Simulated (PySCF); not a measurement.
# Ionising MgP

UHF; basis Mg cc-pVDZ, P cc-pV(D+d)Z; no relativity; PySCF 2.14. Neutral (UHF): quartet (σ ↑, π ↑↑), Re = 2.554 Å, ωe = 300 cm⁻¹, De = 0.21 eV, HOMO -7.07 eV, LUMO 0.44 eV.

MgP⁺ (ROHF): triplet (π ↑↑), Re = 2.457 Å, ωe = 370 cm⁻¹, De = 0.01 eV to Mg⁺ + P. The energies at the minima are -540.32514 hartree for MgP and -540.07438 for MgP⁺.

Task: Work out the adiabatic ionisation energy, without and with harmonic zero-point energies (1 hartree = 27.2114 eV, 1 eV = 8065.5 cm⁻¹), and the change of the bond length.

Result: At HF: 0.25076 hartree = 6.824 eV between the minima; the zero-point term (370.0 − 300.0)/2 cm⁻¹ = +0.004 eV makes it 6.828 eV. Re changes by -9.7 pm against the neutral. The electron leaves a σ orbital, and the shorter bond of the ion fits an antibonding orbital, or a change in how ionic the bond is.

UHF and ROHF references stand side by side, which adds small steps between rows. For an ion De counts to the pair picked by the measured ionisation energies or electron affinities, which need not be the lowest pair at this level. UHF is strongly spin-contaminated for MgP⁺, so the ROHF reference used there is far from stable. Hartree–Fock leaves out correlation, which carries a large part of most bond energies and some tenths to 1 eV of ionisation energies. States were picked by a PBE0 search and need not be the measured ground states.

Neutral and ion stand on different kinds of reference determinant, which adds to the error of the difference.
